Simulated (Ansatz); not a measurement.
Crystal: PbO$_{3}$, ReO3 type, 4 atoms in the cell.

The calculation used PBE, plane waves, PAW datasets (generated soft set 1) (Ansatz).

Cutoff 420 eV; k-mesh 13×13×13 Γ-centred; Fermi–Dirac smearing of 0.0612 eV; no spin polarisation; no spin–orbit coupling.

The fit to the energies gives V₀ = 19.796 Å³/atom (a₀ = 4.294 Å), B₀ = 60.5 GPa, B₀′ = 3.88.

Problem. What pressure does the program print at V = 18.635 Å³/atom, and how far above the lowest computed point (V = 19.824 Å³/atom) does the energy lie?

Solution. 4.14 GPa and 14.19 meV/atom. All points:

```
V (Å³/atom)   a (Å)  E − E(min) (meV/atom)  P (GPa)
     18.635  4.2085                  14.19     4.14
     19.031  4.2382                   5.92     2.57
     19.428  4.2674                   1.33     1.17
     19.824  4.2962                   0.00    -0.09
     20.221  4.3247                   1.65    -1.23
     20.617  4.3528                   5.99    -2.27
     21.014  4.3805                  12.82    -3.24
```

The published all-electron PBE values for this crystal (mean of FLEUR and WIEN2k, k-spacing 0.06 Å⁻¹; Bosoni et al., Nat. Rev. Phys. 6, 45 (2024)) are V₀ = 19.818 Å³/atom, B₀ = 60.6 GPa, B₀′ = 3.90. This run's mesh is coarser (spacing 0.11 Å⁻¹), so part of any difference comes from k-sampling.

The stress includes the program's correction for the finite plane-wave basis.

This cubic structure is a model: it isn't the usual form of the substance at ambient conditions, and such phases are metastable or hypothetical. The k-mesh is modest, so these values aren't fully converged in k. Spin polarisation is left out, and a magnetic state may lie lower. Spin–orbit coupling is left out, which matters for 6p elements such as Tl, Pb and Bi.
